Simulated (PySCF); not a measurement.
Species, as SMILES: [SiH2] (SiH2) (closed-shell singlet).
Geometry (B3LYP-D3(BJ)/def2-TZVP, fixed):
```
Si
H 1 1.5232
H 1 1.5232 2 91.51
```

Basis-set convergence of the mean static polarisability at HF with PySCF. All functions are spherical. Density fitting with generated auxiliary sets. No added dispersion term, no relativity. Reference: the value in aug-pcseg-3, 35.86 bohr³, itself unsure by roughly 0.2 % (its mean distance from aug-cc-pV(Q+d)Z, aug-pcseg-2, aug-cc-pV(T+d)Z). Deviations are taken from unrounded values. Cost is core time over that of aug-cc-pV(T+d)Z, rough, on shared machines of one kind; a dash marks a row that isn't timed (too short, read off another run, short of memory, by another algorithm or on other hardware).

```json
[
 {"basis": "def2-SVP", "functions": "28", "cost": "-"},
 {"basis": "aug-pcseg-1", "functions": "45", "cost": "-"},
 {"basis": "def2-TZVP", "functions": "49", "cost": "-"},
 {"basis": "aug-cc-pV(D+d)Z", "functions": "50", "cost": "-"},
 {"basis": "def2-TZVPP", "functions": "70", "cost": "-"},
 {"basis": "jun-cc-pV(T+d)Z", "functions": "76", "cost": "-"},
 {"basis": "aug-pcseg-2", "functions": "96", "cost": "0.6×"},
 {"basis": "aug-cc-pV(T+d)Z", "functions": "101", "cost": "1×"},
 {"basis": "def2-QZVPP", "functions": "130", "cost": "1×"},
 {"basis": "aug-cc-pV(Q+d)Z", "functions": "181", "cost": "4×"},
 {"basis": "aug-pcseg-3", "functions": "187", "cost": "5×"}
]
```

### Question
Which is the smallest set listed that can be trusted to 2 % here, that is, within that of the reference together with its larger relatives (same family, alike in diffuse functions; a set with none to test it counts only in the reference's own line)?

### Answer
The smallest set listed that lies within 2 % of the reference with all its larger relatives (same family, alike in diffuse functions; a set with none counts only in the reference's own line) is aug-pcseg-1 (45 functions, -1.3 % off). Value minus reference over the reference: def2-SVP -24.1, aug-pcseg-1 -1.3, def2-TZVP -13.3, aug-cc-pV(D+d)Z -1.3, def2-TZVPP -12.6, jun-cc-pV(T+d)Z -1.2, aug-pcseg-2 -0.4, aug-cc-pV(T+d)Z -0.1, def2-QZVPP -5.1, aug-cc-pV(Q+d)Z 0.0, aug-pcseg-3 0.0 %.
